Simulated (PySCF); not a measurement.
## Unknown: peak-picked proton spectrum

Formula C3H7F. The spectrum was simulated from the full spin Hamiltonian at 700 MHz with 1.2 Hz Lorentzian lines, from shifts rounded to 0.01 ppm and J to 0.1 Hz, couplings under 1 Hz left out.

Maxima in ppm (height), grouped by integral:
1H: 4.869 (3), 4.859 (8), 4.849 (10), 4.840 (8), 4.830 (3), 4.790 (3), 4.780 (8), 4.771 (10), 4.761 (8), 4.751 (3)
6H: 1.221 (100), 1.211 (99), 1.189 (100), 1.179 (99)

Computational details: σ from GIAO-KT3/pcSseg-2, PBE0-D3(BJ)/def2-SVP structure, J couplings at B3LYP/pcJ-1 (spin–dipole term only in couplings to heteroatoms), in PySCF (no relativistic terms, one averaged value for each set of equivalent atoms, in vacuum, one conformer).

Chemical shifts δ = σref − σ; 1H against TMS, all at this level.

(1) Analyse the multiplets.

(2) What is the compound?

Results:

(1) 1H NMR (700 MHz, computed): δ 4.81 (d of sept, J = 55.2, 6.8 Hz, 1H), 1.20 (dd, J = 22.2, 6.8 Hz, 6H). These are first-order names from the parameters used; overlap and second-order distortion can hide them in the list.

(2) `CC(C)F`.

Atom-mapped SMILES (the numbers label the heavy atoms): `[CH3:1][CH:2]([CH3:3])[F:4]`. Each H is labelled by its parent atom.

δ 4.81: H(C2), hydrogen on an sp3 CH bonded to F, coupled to F4 (55.2 Hz), H(C1)/H(C3) (6.8 Hz). δ 1.20: H(C1)/H(C3), hydrogen on a methyl carbon, coupled to F4 (22.2 Hz), H(C2) (6.8 Hz).

Multiplet labels drop couplings under 1 Hz and merge nearly equal ones. Unscaled 3J(H,H) at this level run about 10 % above measured values.
